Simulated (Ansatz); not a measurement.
This geometry of C2H2FNO (7 atoms, charge 0, multiplicity 1) is a first-order saddle point.

Theory: RKS PBE0/def2-SVP (Ansatz 0.2.0).

```xyz
7
Properties=species:S:1:pos:R:3
N 0.549 0.098 0.995
C -0.372 -0.076 -0.054
F -1.518 -0.673 0.314
C -0.296 0.424 -1.280
O -0.186 0.797 -2.388
H 0.373 -0.628 1.687
H 1.511 -0.010 0.680
```

**Question.** Which two structures does it join? (They come from a converged band through this point; their orientation in space is the band's.)

**Answer.** No bond is made or broken. The height of N1 over the plane of its neighbours goes from 0.26 to -0.26 Å. The two ends are copies of one structure, up to a mirror image or an exchange of like atoms.

Initial state:

```xyz
7
Properties=species:S:1:pos:R:3
N 0.685 -0.026 0.790
C -0.340 -0.191 -0.105
F -1.365 -1.049 0.141
C -0.344 0.497 -1.242
O -0.312 1.117 -2.227
H 0.440 0.412 1.675
H 1.297 -0.827 0.922
```

Final state:

```xyz
7
Properties=species:S:1:pos:R:3
N 0.685 -0.026 0.791
C -0.340 -0.191 -0.105
F -1.366 -1.049 0.140
C -0.344 0.496 -1.241
O -0.312 1.117 -2.227
H 1.297 -0.827 0.922
H 0.441 0.412 1.674
```

**Question.** How far does it lie above each of them?

**Answer.** 0.50 eV above the first and 0.50 eV above the second. This is the barrier of this one path; another mechanism may lie lower.

The run took 6.6 min on 1 thread of Intel(R) Xeon(R) Processor @ 2.70GHz, on a shared host, peak memory 0.16 GiB.
